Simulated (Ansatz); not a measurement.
# C5H7N: the cost of one run

Program: Ansatz 0.2.0. Level of theory: the levels named in each step. These are calculated values, not measurements.

**1. Starting point**

Bond lengths: C1–C2 1.492 Å, C2–C3 1.414 Å, C3–C4 1.367 Å, C4–N5 1.358 Å, C2–C6 1.370 Å, N5–C6 1.361 Å, C1–H7 1.087 Å, C1–H8 1.091 Å, C1–H9 1.088 Å, C3–H10 1.072 Å, C4–H11 1.072 Å, N5–H12 1.006 Å, C6–H13 1.073 Å. Angles (14 of 21 angles, heavy atoms first): C1–C2–C3 126.3°, C1–C2–C6 127.2°, C3–C2–C6 106.5°, C2–C3–C4 107.6°, C3–C4–N5 108.1°, C4–N5–C6 109.2°, C2–C6–N5 108.5°, C2–C1–H7 110.6°, C2–C1–H8 110.6°, C2–C1–H9 110.5°, C2–C3–H10 126.0°, C4–C3–H10 126.4°, C3–C4–H11 130.4°, N5–C4–H11 121.5°.

Coordinates:

```xyz
13

C     2.2155   -0.0273    0.0656
C     0.7245   -0.0096    0.0286
C    -0.1265   -1.1383    0.0608
C    -1.4146   -0.6865   -0.0075
N    -1.3833    0.6688   -0.0814
C    -0.0889    1.0895   -0.0601
H     2.6029    0.9443    0.3633
H     2.6209   -0.2707   -0.9172
H     2.5700   -0.7784    0.7685
H     0.1862   -2.1615    0.1297
H    -2.3409   -1.2268   -0.0067
H    -2.1880    1.2692   -0.1402
H     0.1611    2.1314   -0.1073
```

**2. A rough first relaxation, PBE-D4/def2-SVP**

This run stands in another session on the same molecule. It ended at:

```xyz
13

C     2.2326   -0.0233    0.0645
C     0.7327   -0.0180    0.0224
C    -0.1344   -1.1598    0.0010
C    -1.4450   -0.6993   -0.0402
N    -1.4022    0.6757   -0.0450
C    -0.0928    1.1042   -0.0072
H     2.6403    1.0059    0.1089
H     2.6693   -0.5147   -0.8312
H     2.6184   -0.5722    0.9496
H     0.1740   -2.2120    0.0161
H    -2.3974   -1.2400   -0.0665
H    -2.2160    1.2867   -0.0714
H     0.1594    2.1706   -0.0050
```

**3. Relaxation, r2SCAN-D4/def2-TZVPP**

Input file input.yaml:

```yaml
crystal:
  periodic: [false, false, false]
  atoms:
    - { symbol: C, position_ang: [2.23255414, -0.0232724, 0.06445392] }
    - { symbol: C, position_ang: [0.73274329, -0.01796609, 0.02236798] }
    - { symbol: C, position_ang: [-0.1343657, -1.15982211, 0.00104862] }
    - { symbol: C, position_ang: [-1.44503504, -0.6992688, -0.04018358] }
    - { symbol: "N", position_ang: [-1.40215669, 0.67572569, -0.04501122] }
    - { symbol: C, position_ang: [-0.0927585, 1.10420381, -0.00715024] }
    - { symbol: H, position_ang: [2.64030188, 1.0059341, 0.10892195] }
    - { symbol: H, position_ang: [2.66925985, -0.51467135, -0.83115408] }
    - { symbol: H, position_ang: [2.61838881, -0.57216569, 0.94961914] }
    - { symbol: H, position_ang: [0.17401241, -2.21199524, 0.01608576] }
    - { symbol: H, position_ang: [-2.39740218, -1.23995802, -0.06653554] }
    - { symbol: H, position_ang: [-2.21596413, 1.28667521, -0.07141322] }
    - { symbol: H, position_ang: [0.15939184, 2.17062088, -0.00500947] }
basis:
  gaussian: { orbitals: def2-TZVPP }
hamiltonian:
  xc: r2scan
  dispersion: d4
relax:
  f_tol: 0.004
  max_steps: 150
```

Started as:

```
> ansatz run input.yaml --threads 4 --pin off --max-ram 10240MiB --backend cpu --events-out ev --progress --plain --runs-dir out
```

Q: Estimate wall time and peak memory on 4 threads of Intel Xeon at 2.50GHz (Skylake/Cascade Lake), shared host.

About 1.8 min, with a peak of 0.42 GiB.
